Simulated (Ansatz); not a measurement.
Cost and result for the atomization energy of FH$_{2}$MgN (`[NH2][Mg][F]`) (5 atoms, 4 bonds).

Total charge 0; spin multiplicity 1. Correlated methods include outer-core shells of Mg, which these sets cover unevenly. The structure was optimised at the PBE0-D4/def2-TZVP level. It is one conformer, not always the lowest. Program: Ansatz. All runs use 2 threads of a server CPU on a shared host. Times are those of one run each, without the atoms' runs, and a repeat can differ threefold. Electronic energies, without spin–orbit coupling; frozen cores. CCSD(T)/CBS adds CCSD(T) − MP2 in def2-TZVPP to the MP2 limit, and its time is that of the two runs behind it. T1 = 0.011. With those shells the extrapolation isn't a true limit. B3LYP takes the VWN-RPA correlation (the form of Gaussian; ORCA's B3LYP/G). HSE06 is the plane-wave form, built on full-range PBE exchange.

CCSD(T)/CBS is a level of theory with its own doubt, some kJ/mol a heavy atom from the limit and from the frozen cores, so smaller differences don't rank the functionals.

```csv
level,functions,wall time
CCSD(T)/def2-SVP,56,0.6 s
BLYP-D4/def2-TZVPP,122,0.95 s
CAM-B3LYP-D4/def2-TZVPP,122,1.1 s
HSE06-D4/def2-TZVPP,122,1.2 s
B3LYP-D4/def2-TZVPP (with forces),122,1.3 s
B2PLYP/def2-TZVPP,122,1.8 s
r2SCANh-D4/def2-TZVPP,122,2 s
r2SCAN-D4/def2-TZVPP (with forces),122,2 s
ωB97X-V/def2-TZVPP,122,3.4 s
B97M-V/def2-TZVPP,122,3.8 s
CCSD(T)/def2-TZVPP,122,5.5 s
MP2/def2-QZVPP,237,6 s
CCSD(T)/CBS(def2),–,12 s
```

Question: What atomization energy does each give, and how far from CCSD(T)/CBS? (Estimate.)

Answer: Computed: 
```tsv
level	atomization (kcal/mol)	difference from CCSD(T)/CBS	per bond
CCSD(T)/def2-SVP	341.6	-35.5	-8.9
BLYP-D4/def2-TZVPP	375.9	-1.2	-0.3
CAM-B3LYP-D4/def2-TZVPP	375.0	-2.1	-0.5
HSE06-D4/def2-TZVPP	366.1	-11.0	-2.8
B3LYP-D4/def2-TZVPP (with forces)	371.6	-5.5	-1.4
B2PLYP/def2-TZVPP	368.8	-8.3	-2.1
r2SCANh-D4/def2-TZVPP	367.6	-9.5	-2.4
r2SCAN-D4/def2-TZVPP (with forces)	372.2	-4.9	-1.2
ωB97X-V/def2-TZVPP	373.5	-3.6	-0.9
B97M-V/def2-TZVPP	368.5	-8.6	-2.1
CCSD(T)/def2-TZVPP	358.4	-18.7	-4.7
MP2/def2-QZVPP	383.5	6.4	1.6
CCSD(T)/CBS(def2)	377.1	0.0	0.0
```

The D4 term adds +1.8 kcal/mol with B3LYP and +0.9 kcal/mol with PBE0; it sums over pairs of atoms, weighted by their polarisabilities, and B3LYP, whose exchange is more repulsive, gets the larger term. From BLYP to BHLYP (50 % exact exchange), in def2-TZVPP and without D4, the atomization energy moves by −21.3 kcal/mol: exact exchange takes away binding that semilocal exchange gives to molecules. Leaving LDA and LC-ωPBE aside and taking each functional with its dispersion term where it has one, the values, not all of them listed here, spread over 25.2 kcal/mol, from BHLYP-D4 to PBE-D4. LDA lies +47.4 kcal/mol from PBE without D4, its usual overbinding.
